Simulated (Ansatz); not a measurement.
**AlH3 (triplet): the correlation ladder, aug-cc-pVDZ**

Aim: climb from Hartree-Fock through coupled cluster and multireference methods for AlH3 (triplet) at one geometry and basis, and see what each rung misses.

Program: Ansatz 0.2.0, Gaussian basis. Level of theory: aug-cc-pVDZ, core rule «outside noble gas», up to 5 orbitals frozen. These are calculated values, not measurements.

To be run: UHF; CCSD(T) on ROHF; CCSD(T) on UHF; BCCD(T) on ROHF; CISD; CCSDT(Q) on ROHF; CCSDT(Q) on UHF; CCSDTQ on ROHF; CASSCF and MRCISD+Q, 6 electrons in 7 orbitals; CASSCF and NEVPT2, 6 electrons in 7 orbitals; Full CI.

14 further runs of the same task are left out: 7 for a known fault of the program, 1 that didn't finish, 6 set aside as unsound or not needed.

### Step 1. The system

The geometry is a PBE0/def2-TZVP stationary point (not a proven minimum).

4 atoms, charge 0, spin multiplicity 3.

Atoms are counted from 1 here; the program's logs count them from 0.

Bond lengths: Al1–H2 1.590 Å, Al1–H3 1.843 Å, Al1–H4 1.843 Å, H3–H4 0.841 Å. Angles: H2–Al1–H3 101.8°, H2–Al1–H4 101.8°, H3–Al1–H4 26.4°, Al1–H3–H4 76.8°, Al1–H4–H3 76.8°.

### Step 2. UHF

File in.yaml:

```yaml
crystal:
  periodic: [false, false, false]
  atoms:
    - {symbol: Al, position_ang: [0.000000, 0.074413, -0.095633]}
    - {symbol: H, position_ang: [0.000000, -1.372409, -0.753982]}
    - {symbol: H, position_ang: [0.420650, -0.309773, 1.656991]}
    - {symbol: H, position_ang: [-0.420650, -0.309773, 1.656991]}
basis:
  gaussian: {orbitals: aug-cc-pVDZ}
magnetization: {spin_polarized: true, initial_magnetization: 2}
hamiltonian: {xc: hf}
output: {orbitals: {seedname: orbitals}}
```

The run is started by

```
$ ansatz run in.yaml --threads 1 --pin off --events-out ev --progress --plain --max-ram 3968MiB --backend cpu
```

Further steps of the session: CCSD(T) on ROHF; CCSD(T) on UHF; BCCD(T) on ROHF; CISD; CCSDT(Q) on ROHF; CCSDT(Q) on UHF; CCSDTQ on ROHF; CASSCF and MRCISD+Q, 6 electrons in 7 orbitals; CASSCF and NEVPT2, 6 electrons in 7 orbitals; Full CI.

**Question.** What will the summary of the whole plan be? Wanted: FCI below the RHF energy; RMP2 from FCI; UMP2 from FCI; RCCSD from FCI; RCCSD(T) from FCI; UCCSD(T) from FCI; RCCSDT(Q) from FCI; UCCSDT(Q) from FCI; NEVPT2 valence from FCI.

**Answer**, as computed:

| quantity | value |
| --- | --- |
| FCI below the RHF energy | -2.6910 eV |
| RMP2 from FCI | +16.11 kcal/mol |
| UMP2 from FCI | +16.00 kcal/mol |
| RCCSD from FCI | +1.66 kcal/mol |
| RCCSD(T) from FCI | +0.45 kcal/mol |
| UCCSD(T) from FCI | +0.44 kcal/mol |
| RCCSDT(Q) from FCI | +0.01 kcal/mol |
| UCCSDT(Q) from FCI | 0.00 kcal/mol |
| NEVPT2 valence from FCI | +12.98 kcal/mol |
| MRCISD+Q valence from FCI | +0.46 kcal/mol |
| levels within 1 kcal/mol (43 meV) | RCCSD(T), UCCSD(T), BCCD(T), RCCSDT, UCCSDT, RCCSDT(Q), UCCSDT(Q), RCCSDTQ, MRCISD+Q valence |
| T1 diagnostic | 0.023 |
| effectively unpaired electrons | 2.03 |

RCCSD(T) lands +0.45 kcal/mol from the yardstick (0.7 % of the correlation energy). One determinant dominates. Of the multireference levels listed MRCISD+Q valence comes nearest in total energy (+0.46 kcal/mol), which doesn't show that its space is the better one. These misses are within one basis, not against nature; the frozen cores of restricted and unrestricted runs differ, which can shift their rows.
